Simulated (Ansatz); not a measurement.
Process, species as SMILES: C[CH]N → 2 C atom + 6 H atom + N atom
B3LYP-D3(BJ)/def2-TZVP geometries, fixed; electronic energies without zero-point terms.
Largest species:
```xyz
9

C      1.2289    -0.2653    -0.0845
C     -0.0679     0.1514     0.5104
N     -1.1869     0.1736    -0.3274
H      1.5845     0.4305    -0.8614
H      2.0033    -0.3268     0.6805
H      1.1541    -1.2515    -0.5578
H     -0.0803     0.8891     1.3029
H     -2.0677     0.3344     0.1386
H     -1.2520    -0.6074    -0.9664
```
Charge 0, spin multiplicity 2.

Core correlation in the atomisation energy at CCSD(T) with Ansatz (an electronic-structure program), in kcal/mol: frozen core against all electrons. Core-valence sets carry the plain set on hydrogen. Species with rotatable bonds are taken in one conformer. Open shells are unrestricted.

```json
[
 {"basis": "cc-pVDZ", "functions, most": "72", "frozen core": "715.29", "all electrons": "717.43", "core term (second minus first)": "2.14"},
 {"basis": "cc-pCVDZ", "functions, most": "84", "frozen core": "715.82", "all electrons": "717.80", "core term (second minus first)": "1.97"},
 {"basis": "cc-pVTZ", "functions, most": "174", "frozen core": "757.35", "all electrons": "769.50", "core term (second minus first)": "12.15"},
 {"basis": "cc-pCVTZ", "functions, most": "213", "frozen core": "757.37", "all electrons": "760.13", "core term (second minus first)": "2.75"},
 {"basis": "cc-pwCVTZ", "functions, most": "213", "frozen core": "757.85", "all electrons": "760.81", "core term (second minus first)": "2.96"},
 {"basis": "cc-pVQZ", "functions, most": "345", "frozen core": "769.56", "all electrons": "776.30", "core term (second minus first)": "6.75"},
 {"basis": "cc-pCVQZ", "functions, most": "432", "frozen core": "769.57", "all electrons": "772.63", "core term (second minus first)": "3.06"},
 {"basis": "cc-pwCVQZ", "functions, most": "432", "frozen core": "769.74", "all electrons": "772.90", "core term (second minus first)": "3.15"}
]
```

The largest core-valence set, cc-pwCVQZ, gives a core term of 3.15 kcal/mol; the valence set cc-pVQZ, which lacks functions for the core, gives 6.75.
